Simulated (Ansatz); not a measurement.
Geometry optimisation, Ansatz, RKS PBE0/6-31G*.

The input (input.yaml):

```yaml
crystal:
  periodic: [false, false, false]
  atoms:
    - { symbol: "N", position_ang: [-0.7006, -1.3109, -0.3769] }
    - { symbol: C, position_ang: [0.0953, -0.4206, 0.3615] }
    - { symbol: "N", position_ang: [1.2839, -1.1411, 0.3449] }
    - { symbol: "N", position_ang: [0.4484, 0.7293, -0.4362] }
    - { symbol: C, position_ang: [-0.674, 1.7002, -0.3124] }
    - { symbol: F, position_ang: [-1.2974, 1.78708, -1.54226] }
    - { symbol: H, position_ang: [-1.0023, -2.0291, 0.2229] }
    - { symbol: H, position_ang: [-0.0858, -1.6986, -1.0637] }
    - { symbol: H, position_ang: [-0.2491, -0.1808, 1.4179] }
    - { symbol: H, position_ang: [2.0446, -0.4417, 0.5346] }
    - { symbol: H, position_ang: [1.3307, -1.737, 1.2031] }
    - { symbol: H, position_ang: [0.3985, 0.4012, -1.3749] }
    - { symbol: H, position_ang: [-0.4445, 2.75362, 0.02671] }
    - { symbol: H, position_ang: [-1.43769, 1.32368, 0.35785] }
basis:
  gaussian: { orbitals: "6-31G*" }
hamiltonian:
  xc: pbe0
relax:
  f_tol: 0.015
  max_steps: 40
output:
  orbitals: {}
```

Command:

```bash
$ ansatz run input.yaml --threads 2 --pin off --max-ram 3072MiB --backend cpu --events-out ev --progress --plain --runs-dir out
```

**Question.** Where does it end, and by what steps?

**Answer.** The forces met the threshold. The force dipped under the threshold on the way, but the program's further checks kept it going. After 11 steps the energy has fallen by 1.489 eV; H12 moved furthest, 0.78 Å.

```json
{"step": "0", "energy less start (eV)": "0.0000", "largest force component (eV/Å)": "5.497", "accepted": "yes"}
{"step": "1", "energy less start (eV)": "-1.1412", "largest force component (eV/Å)": "1.067", "accepted": "yes"}
{"step": "2", "energy less start (eV)": "-1.2438", "largest force component (eV/Å)": "0.490", "accepted": "yes"}
{"step": "3", "energy less start (eV)": "-1.3243", "largest force component (eV/Å)": "0.631", "accepted": "yes"}
{"step": "4", "energy less start (eV)": "-1.4029", "largest force component (eV/Å)": "0.890", "accepted": "yes"}
{"step": "5", "energy less start (eV)": "-1.4715", "largest force component (eV/Å)": "0.295", "accepted": "yes"}
{"step": "6", "energy less start (eV)": "-1.4845", "largest force component (eV/Å)": "0.171", "accepted": "yes"}
{"step": "7", "energy less start (eV)": "-1.4874", "largest force component (eV/Å)": "0.061", "accepted": "yes"}
{"step": "8", "energy less start (eV)": "-1.4880", "largest force component (eV/Å)": "0.038", "accepted": "yes"}
{"step": "9", "energy less start (eV)": "-1.4883", "largest force component (eV/Å)": "0.014", "accepted": "yes"}
{"step": "10", "energy less start (eV)": "-1.4887", "largest force component (eV/Å)": "0.023", "accepted": "yes"}
{"step": "11", "energy less start (eV)": "-1.4888", "largest force component (eV/Å)": "0.012", "accepted": "yes"}
```

```xyz
14
Properties=species:S:1:pos:R:3
N -0.854 -1.235 -0.259
C 0.164 -0.453 0.405
N 1.481 -1.079 0.346
N 0.352 0.858 -0.177
C -0.785 1.659 -0.410
F -1.524 1.285 -1.531
H -0.987 -2.125 0.216
H -0.556 -1.434 -1.211
H -0.201 -0.302 1.437
H 2.143 -0.529 0.889
H 1.440 -2.002 0.770
H 0.955 0.789 -0.992
H -0.472 2.695 -0.581
H -1.446 1.608 0.461
```

Whether the end is a true minimum wasn't checked by a vibrational analysis.

The run took 69 s on 2 threads of Arm Neoverse N1 (shared host), peak memory 0.24 GiB.
